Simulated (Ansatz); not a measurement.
The input, for Ansatz 0.2.0:

```yaml
crystal:
  periodic: [false, false, false]
  atoms:
    - {symbol: Zr, position_ang: [0.000000, 0.000000, 0.000000]}
    - {symbol: Cl, position_ang: [0.000000, 0.000000, 2.227000]}
basis:
  gaussian: {orbitals: def2-TZVPP}
total_charge: 1
magnetization: {spin_polarized: false, initial_magnetization: 2}
correlation: {method: ccsdt_q, electrons: outside_noble_gas}
```

```sh
$ ansatz run in.yaml --threads 2 --pin off --events-out ev --progress --plain --max-ram 23808MiB --backend cuda --devices 0, --max-vram 18GiB
```

Output:

```
1180 factors; integrals over basis functions are off by at most 2.1e-7 eV
mean field evaluation 1: about -13758.0378 eV, gradient 3.8e1 eV
mean field evaluation 2: about -13758.2299 eV, gradient 3.7e1 eV
mean field evaluation 4: about -13763.2858 eV, gradient 3.7e0 eV
mean field evaluation 8: about -13763.4849 eV, gradient 8.0e-1 eV
mean field evaluation 16: about -13763.8592 eV, gradient 1.6e0 eV
mean field evaluation 32: about -13764.0503 eV, gradient 5.4e-1 eV
mean field evaluation 64: about -13764.4350 eV, gradient 4.6e-1 eV
mean field evaluation 96: about -13763.3793 eV, gradient 1.2e-1 eV
mean field evaluation 128: about -13763.4387 eV, gradient 7.0e-1 eV
mean field evaluation 160: about -13764.4657 eV, gradient 3.2e-4 eV
...
cycle  10  -7.10409149 eV  change   -1.2e-3 eV  update   3.2e-4
cycle  11  -7.10317627 eV  change    9.2e-4 eV  update   2.1e-4
cycle  12  -7.10329339 eV  change   -1.2e-4 eV  update   7.8e-5
cycle  13  -7.10323406 eV  change    5.9e-5 eV  update   4.8e-5
cycle  14  -7.10325025 eV  change   -1.6e-5 eV  update   1.9e-5
cycle  15  -7.10327576 eV  change   -2.6e-5 eV  update   1.1e-5
cycle  16  -7.10327357 eV  change    2.2e-6 eV  update   7.2e-6
cycle  17  -7.10326912 eV  change    4.5e-6 eV  update   3.5e-6
cycle  18  -7.10326749 eV  change    1.6e-6 eV  update   2.1e-6
cycle  19  -7.10326665 eV  change    8.4e-7 eV  update   1.2e-6
perturbative correction -0.01481523 eV, -0.0005444497 hartree
Total energy: -13771.58382028 eV, -506.0963706805 hartree
```

Ran on 2 threads of AMD EPYC 7R13 with a shared H100 80 GB, shared host: 84 s wall, 1.1 GiB peak host memory.
